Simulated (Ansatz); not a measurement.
A calculation on body-centred tetragonal In returned lattice constant a 3.176 Å, lattice parameter c 4.875 Å, equilibrium volume per atom 24.60 Å³/atom, bulk modulus 49.8 GPa.

For reference: lattice constant a 3.252 Å (measured, 293 K, not corrected to a static lattice; as tabulated in Wikipedia's data pages); lattice parameter c 4.947 Å (measured, 293 K, no zero-point or thermal correction; as tabulated in Wikipedia's data pages); equilibrium volume per atom 25.70 Å³/atom (measured, copied from a table, unchecked, extrapolated to 0 K and zero-point effects removed; as tabulated in Lejaeghere et al. (2013), arXiv:1204.2733); bulk modulus 44.7 GPa (measured, copied from a table, unchecked, extrapolated to 0 K and zero-point effects removed; as tabulated in Lejaeghere et al. (2013), arXiv:1204.2733).

**Question.** Which level of theory produced these numbers?
A. r²SCAN+SOC (Ansatz, a first-principles code)
B. LDA (Ansatz)
C. rVV10 (Ansatz)
D. PBEsol+SOC (Ansatz)

**Answer.** B, LDA (Ansatz)

The others give: PBEsol+SOC 3.220 Å, 4.919 Å, 25.51 Å³/atom, 45.1 GPa; r²SCAN+SOC 3.245 Å, 4.983 Å, 26.23 Å³/atom, 42.4 GPa; rVV10 3.331 Å, 5.067 Å, 28.11 Å³/atom, 33.6 GPa.

Unless a cell is named, each level is at its own relaxed cell (LDA 24.59, PBEsol+SOC 25.51, r²SCAN+SOC 26.23, rVV10 28.11 Å³/atom).

Ansatz's density-functional and Hartree–Fock values are scalar-relativistic unless marked +SOC, with PAW data made under PBE.
